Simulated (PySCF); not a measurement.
Stepwise substitution at one centre (B Cl-Br). All species are isolated molecules in the gas phase. Strings in code marks are SMILES.

The numbers are results of B3LYP-D3(BJ)/def2-TZVP // PBE0-D4/def2-TZVP in PySCF 2.14.0, not measurements. B3LYP has the VWN-RPA correlation part, as in Gaussian. Excitations are Tamm–Dancoff values on a coarser integration grid. The basis has no diffuse functions, so Rydberg states are missing or too high.

```
species                                 S1 oscillator strength  T1 excitation (TDA) (eV)  LUMO (eV)
--------------------------------------  ----------------------  ------------------------  ---------
0 of 3 Cl replaced by Br (`ClB(Cl)Cl`)                   0.000                         …      -1.85
1 of 3 Cl replaced by Br                                 0.000                      4.98      -1.98
2 of 3 Cl replaced by Br (`BrB(Br)Cl`)                       …                      4.68      -2.11
3 of 3 Cl replaced by Br (`BrB(Br)Br`)                       …                      4.44      -2.23
```

Task: Fill in the missing entries.

Result: 
- 0 of 3 Cl replaced by Br (`ClB(Cl)Cl`), T1 excitation (TDA) (eV): 5.43
- 2 of 3 Cl replaced by Br (`BrB(Br)Cl`), S1 oscillator strength: 0.000
- 3 of 3 Cl replaced by Br (`BrB(Br)Br`), S1 oscillator strength: 0.000
